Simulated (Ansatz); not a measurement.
# CH3BCl (SMILES C[B]Cl): UHF/aug-cc-pVDZ

Aim: the vertical doublet–quartet gap of CH3BCl at UHF/aug-cc-pVDZ, from 2 runs. 

Program for the calculation: Ansatz 0.2.0.

70 further runs of the same task are left out: 70 set aside as unsound or not needed.

**1. The structure to begin with**

The species is CH3BCl (6 atoms), meant as a doublet with charge 0. As SMILES, `C[B]Cl`. The shape is that of a PBE0-D4/def2-TZVP optimisation.

Bond lengths: C1–B2 1.544 Å, B2–Cl3 1.727 Å, C1–H4 1.099 Å, C1–H5 1.095 Å, C1–H6 1.091 Å. Angles: C1–B2–Cl3 126.1°, B2–C1–H4 106.5°, B2–C1–H5 113.2°, B2–C1–H6 113.0°, H4–C1–H5 107.2°, H4–C1–H6 106.6°, H5–C1–H6 109.9°.

**2. The energy at UHF/aug-cc-pVDZ**

The input, in.yaml:

```yaml
crystal:
  periodic: [false, false, false]
  atoms:
    - symbol: C
      position_ang: [-0.289900, 0.325200, -0.312400]
    - symbol: B
      position_ang: [0.195300, -1.059500, 0.167700]
    - symbol: Cl
      position_ang: [1.467800, -1.355700, 1.297800]
    - symbol: H
      position_ang: [-1.073500, 0.641700, 0.390700]
    - symbol: H
      position_ang: [0.494200, 1.088800, -0.289700]
    - symbol: H
      position_ang: [-0.752000, 0.295400, -1.300400]
basis:
  gaussian:
    orbitals: aug-cc-pVDZ
magnetization:
  spin_polarized: true
  initial_magnetization: 1
hamiltonian:
  xc: hf
accuracy: high
output: {orbitals: {seedname: orbitals}}
```

Started as:

```bash
$ ansatz run in.yaml --threads 1 --pin off --max-ram 3480MiB --events-out events.jsonl --progress --plain --runs-dir runs
```

Standard output:

```text
Warning: RAYON_NUM_THREADS=1 ignored (pool sized by the plan → 1); use --threads N
Functional definition: HF
  name "HF"
  exchange = exact_x
  correlation = 0
1972 factors; integrals over basis functions are off by at most 3.9e-9 eV
mean field evaluation 1: about -14250.6539 eV, gradient 1.9e1 eV
mean field evaluation 2: about -14250.6549 eV, gradient 1.9e1 eV
mean field evaluation 4: about -14253.1543 eV, gradient 2.4e0 eV
mean field evaluation 8: about -14253.2597 eV, gradient 1.4e-1 eV
mean field -14253.26013586 eV, -523.7976487863 hartree, gradient 2.4e-8 eV, S^2 0.754301; 0 other end points of the search recorded, 0 dependent functions left out
reference -14253.26013586 eV, -523.7976487863 hartree; 16, 15 occupied and 84, 85 virtual orbitals, 1972 factors
Total energy: -14253.26013586 eV, -523.7976487863 hartree
```

Run time: 9 s. Hardware: 1 thread of Intel Xeon Platinum 8259CL at 2.50GHz (Skylake/Cascade Lake), shared host; peak memory 0.33 GiB.

**3. The quartet, same level**

The input, run.yaml:

```yaml
crystal:
  periodic: [false, false, false]
  atoms:
    - {symbol: C, position_ang: [-0.289900, 0.325200, -0.312400]}
    - {symbol: B, position_ang: [0.195300, -1.059500, 0.167700]}
    - {symbol: Cl, position_ang: [1.467800, -1.355700, 1.297800]}
    - {symbol: H, position_ang: [-1.073500, 0.641700, 0.390700]}
    - {symbol: H, position_ang: [0.494200, 1.088800, -0.289700]}
    - {symbol: H, position_ang: [-0.752000, 0.295400, -1.300400]}
basis:
  gaussian: {orbitals: aug-cc-pVDZ}
output: {orbitals: {seedname: orbitals}}
magnetization: {spin_polarized: true, initial_magnetization: 3}
hamiltonian: {xc: hf}
accuracy: high
```

Started as:

```bash
$ ansatz run run.yaml --threads 1 --pin off --max-ram 3480MiB --events-out events.jsonl --progress --plain --runs-dir runs
```

Standard output:

```text
Warning: RAYON_NUM_THREADS=1 ignored (pool sized by the plan → 1); use --threads N
[... 4 set-up lines as earlier in the session ...]
1972 factors; integrals over basis functions are off by at most 3.9e-9 eV
mean field evaluation 1: about -14242.7065 eV, gradient 2.5e1 eV
mean field evaluation 2: about -14242.7084 eV, gradient 2.5e1 eV
mean field evaluation 4: about -14246.9809 eV, gradient 3.6e0 eV
mean field evaluation 8: about -14247.2718 eV, gradient 3.9e-1 eV
mean field evaluation 16: about -14247.2912 eV, gradient 6.3e-6 eV
mean field evaluation 32: about -14247.0944 eV, gradient 4.0e0 eV
mean field evaluation 64: about -14247.2228 eV, gradient 4.3e-1 eV
mean field evaluation 96: about -14244.8908 eV, gradient 1.6e0 eV
mean field -14247.29124797 eV, -523.5782962020 hartree, gradient 1.4e-8 eV, S^2 3.764296; 3 other end points of the search recorded, 0 dependent functions left out
reference -14247.29124797 eV, -523.5782962020 hartree; 17, 14 occupied and 83, 86 virtual orbitals, 1972 factors
Total energy: -14247.29124797 eV, -523.5782962020 hartree
```

Wall time 21 s (1 thread of Intel Xeon Platinum 8259CL at 2.50GHz (Skylake/Cascade Lake), shared host); peak memory 0.33 GiB.

**4. Summary of results**

At UHF/aug-cc-pVDZ:

| quantity | value |
| --- | --- |
| doublet: total energy | -523.79765 Eh |
| doublet: HOMO energy (highest over α and β) | -9.05 eV |
| doublet: LUMO energy (lowest over α and β) | 0.81 eV |
| doublet: ⟨S²⟩ | 0.754 |
| quartet: total energy | -523.57830 Eh |
| quartet: HOMO energy (highest over α and β) | -6.28 eV |
| quartet: LUMO energy (lowest over α and β) | -3.19 eV |
| quartet: ⟨S²⟩ | 3.764 |
| vertical energy of the quartet above the doublet | 5.969 eV |

At this shape the quartet lies 5.97 eV (576 kJ/mol) above the doublet.
